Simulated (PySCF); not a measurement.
Atoms are numbered as in `[CH:1]#[C:2][C:3]1=[CH:4][C@@H:5]1[F:6]` (H(Xn): hydrogen on atom n).

Geometry: PBE0-D3(BJ)/def2-SVP; GIAO absolute shieldings from PySCF 2.14.0 with density-fitted response routines, gas phase, non-relativistic, averaged over equivalent atoms.

At PBE0/pcSseg-2 (258 basis functions, 47 s wall time on 1 thread of an Arm Neoverse N1, shared host):
```tsv
atoms	σ (ppm)
C4	51.3
C3	53.2
C1	75.9
C2	109.1
C5	115.3
F6	341.7
H(C4)	23.66
H(C5)	26.32
H(C1)	27.22
```

Estimate the result of repeating the calculation with wB97X-D/pcSseg-2.

Answers


| atoms | σ at wB97X-D/pcSseg-2 | change |
| --- | --- | --- |
| C4 | 50.6 | -0.7 |
| C3 | 50.6 | -2.6 |
| C1 | 76.4 | +0.5 |
| C2 | 111.3 | +2.2 |
| C5 | 116.2 | +0.9 |
| F6 | 347.1 | +5.4 |
| H(C4) | 23.78 | +0.12 |
| H(C5) | 26.49 | +0.17 |
| H(C1) | 27.34 | +0.12 |

The largest change is at F6 (fluorine on an sp3 carbon). Cost: 258 basis functions, 59 s wall time on 1 thread of an Arm Neoverse N1, shared host. The order of the carbon signals changes between the two levels.
